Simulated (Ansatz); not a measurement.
**C2H4Al− (SMILES C#[C][AlH3-]): a first try and a second**

Aim: the energy of C2H4Al− at CCSDT(Q)/B/ANO-RCC-MB (sfX2C, density fitting with def2-universal-jkfit, def2-SVP-rifit for correlation, start density atoms).

The results are computed with Ansatz 0.2.0.

**1. The system as given**

C2H4Al− has 7 atoms, charge -1, and is taken as a singlet. SMILES: `C#[C][AlH3-]`. The shape comes from GFN2-xTB, which is rough for such elements, and wasn't checked as a minimum.

Bond lengths: C1–C2 1.212 Å, C2–Al3 2.015 Å, C1–H4 1.062 Å, Al3–H5 1.624 Å, Al3–H6 1.624 Å, Al3–H7 1.624 Å. Angles: C1–C2–Al3 179.0°, C2–C1–H4 179.4°, C2–Al3–H5 109.9°, C2–Al3–H6 109.8°, C2–Al3–H7 109.8°, H5–Al3–H6 109.1°, H5–Al3–H7 109.2°, H6–Al3–H7 109.1°.

**2. The input as first written**

in.yaml reads:

```yaml
crystal:
  periodic: [false, false, false]
  atoms:
    - {symbol: C, position_ang: [-0.916000, -1.890510, 0.036740]}
    - {symbol: C, position_ang: [-0.396540, -0.796130, 0.007040]}
    - {symbol: Al, position_ang: [0.491510, 1.012710, -0.020910]}
    - {symbol: H, position_ang: [-1.380740, -2.845310, 0.060780]}
    - {symbol: H, position_ang: [0.284440, 1.706620, -1.474090]}
    - {symbol: H, position_ang: [-0.163180, 1.963600, 1.120790]}
    - {symbol: H, position_ang: [2.080500, 0.849040, 0.269660]}
basis:
  gaussian:
    orbitals: ANO-RCC-MB.json
    fitting: {mean_field: def2-universal-jkfit, correlation: def2-SVP-rifit.json}
hamiltonian: {pseudopotentials: {relativity: scalar}}
total_charge: 3
correlation: {method: ccsdt_q_b}
```

The basis set ANO-RCC-MB is read from a file made from the Basis Set Exchange's data (not shown).

Command:

```
$ ansatz run in.yaml --threads 1 --pin off --max-ram 2610MiB --events-out events.jsonl --progress --plain --runs-dir runs
```

Standard output:

```text
Warning: RAYON_NUM_THREADS=1 ignored (pool sized by the plan → 1); use --threads N
[... 45 lines left out ...]
7 core orbitals not correlated: weight in the atoms' cores, before any rotation towards them, 1.000 or more for the frozen orbitals, at most 0.000 for the correlated occupied ones
[... 58 lines left out ...]
WARN: the results are in doubt because among natural orbitals full CI differs from the method by -0.369 eV
Total energy: -8663.56965508 eV, -318.3803124459 hartree
[... 1 line left out ...]
In doubt: among natural orbitals full CI differs from the method by -0.369 eV
```

Run time: 3.6 s. Hardware: 1 thread of Arm Neoverse V2, shared host.

**3. What went wrong**

It ran to the end. The result can't be trusted all the same.

What is wrong: the charge typed isn't that of the species meant. To mend it: charge -1 in place of 3.

**4. The mended input**

Edit in.yaml of step 2 so:

```diff
@@ -14,4 +14,5 @@
     fitting: {mean_field: def2-universal-jkfit, correlation: def2-SVP-rifit.json}
+output: {orbitals: {seedname: orbitals}}
+correlation: {method: ccsdt_q_b}
+total_charge: -1
 hamiltonian: {pseudopotentials: {relativity: scalar}}
-total_charge: 3
-correlation: {method: ccsdt_q_b}
```

The basis set ANO-RCC-MB is read from a file made from the Basis Set Exchange's data (not shown).

Command:

```
$ ansatz run in.yaml --threads 1 --pin off --max-ram 2610MiB --events-out events.jsonl --progress --plain --runs-dir runs
```

Standard output, shortened:

```text
Warning: RAYON_NUM_THREADS=1 ignored (pool sized by the plan → 1); use --threads N
Functional definition: HF
  name "HF"
[...]
350 factors; integrals over basis functions are off by at most 1.3e-3 eV
214 factors; integrals over basis functions are off by at most 1.6e0 eV
[...]
mean field -8715.63001412 eV, -320.2934953526 hartree, gradient 2.3e-6 eV, S^2 0.000000; 0 other end points of the search recorded, 0 dependent functions left out
7 core orbitals not correlated: weight in the atoms' cores, before any rotation towards them, 1.000 or more for the frozen orbitals, at most 0.000 for the correlated occupied ones
reference -8715.63001412 eV, -320.2934953526 hartree; 8, 8 occupied and 8, 8 virtual orbitals, 214 factors
second order -4.54962029 eV of doubles, -0.00000000 eV of singles
cycle   1  -4.86293903 eV  change   -3.1e-1 eV  update   7.8e-2
[...]
cycle  12  -5.32985751 eV  change   -3.9e-7 eV  update   7.4e-7
perturbative correction -0.03838912 eV, -0.0014107740 hartree
Total energy: -8720.99826074 eV, -320.4907747772 hartree
Relativity: scalar
```

It took 0.44 s on 1 thread of Arm Neoverse V2, shared host.

**5. Results**

At CCSDT(Q)/B/ANO-RCC-MB (sfX2C, density fitting with def2-universal-jkfit, def2-SVP-rifit for correlation, start density atoms):

| quantity | value |
| --- | --- |
| total energy | -320.49077 Eh |
| HOMO energy (Hartree–Fock orbitals) | -5.46 eV |
| LUMO energy (Hartree–Fock orbitals) | 11.78 eV |
| HOMO–LUMO gap (to an unbound level, set by the basis) | 17.23 eV |
| correlation energy (7 core orbitals frozen) | -197.3 mEh |
| T1 diagnostic | 0.007 |
